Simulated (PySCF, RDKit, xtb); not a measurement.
**Solving C2H5Si+, step by step**

Given the formula C2H5Si+ (charge +1) and nothing else, which arrangement of the atoms is the most stable in the gas at 298.15 K, and what are its properties?

Plan: many cheap relaxations first (GFN2-xTB), then density-functional screening, relaxation at B3LYP-D3(BJ)/6-311G**, vibrations (at GFN2-xTB) and a final energy. The numbers are computed, not measured.

1 further run of the same task is left out (set aside as unsound or not needed).

### 1 Candidates

A program enumerates the bonding patterns with one Lewis structure each (two rings at most, one unusual centre or charged pair), with their diastereomers. O–O, O–halogen and N–halogen bonds and N–N–N chains are not drawn. That gives 12 candidates.

| label | SMILES | spin |
| --- | --- | --- |
| c015 | [CH+]=[SiH]C | singlet |
| c068 | [CH+]1C[SiH2]1 | singlet |
| c192 | C[C+]=[SiH2] | singlet |
| c435 | [CH2+]C[SiH] | triplet |
| c561 | C=[Si+]C | singlet |
| c576 | C=[SiH][CH2+] | singlet |
| c596 | C=[C+][SiH3] | singlet |
| c598 | [CH2+]C[SiH] | singlet |
| c652 | [CH+]=C[SiH3] | singlet |
| c671 | CC=[SiH+] | singlet |
| c915 | C1C[SiH+]1 | singlet |
| c966 | C=C[SiH2+] | singlet |

Candidates are built by distance geometry, with a force field where one applies, in up to four conformers (letters a to d). 9 starts with atoms placed at random are added, to find patterns that the rules miss.

**Question.** With final energies at CCSD(T)/def2-SVP + MP2/def2-TZVPP - MP2/def2-SVP, which structure will this search put lowest in free energy, and by what margin?

| quantity | value |
| --- | --- |
| lowest structure found | C=C[SiH2+], singlet |
| next finalist | C=[Si+]C, singlet, 19.5 kcal/mol higher in G |
| share at equilibrium, among the finalists | 100.0 % |
| lowest excitation (TD-B3LYP/def2-SVPD) | 4.75 eV (f = 0.000) |
| strongest of the states computed, same level | 4.88 eV (f = 0.206) |
| lowest triplet excitation, same level, Tamm-Dancoff | 3.07 eV |

`C=C[SiH2+]` comes out lowest. Among the finalists first place is clear (19.5 kcal/mol); structures outside the list aren't covered. GFN2-xTB, HF/STO-3G, r2SCAN-D4/def2-SVP, B3LYP-D3(BJ)/6-311G**, HF/def2-SVP and MP2/def2-SVP already put its bonding pattern lowest among the structures in one piece. Lowest found is not proven lowest: the search is finite, and each finalist counts with one conformer. Patterns outside the rules of the enumeration were met only by chance.
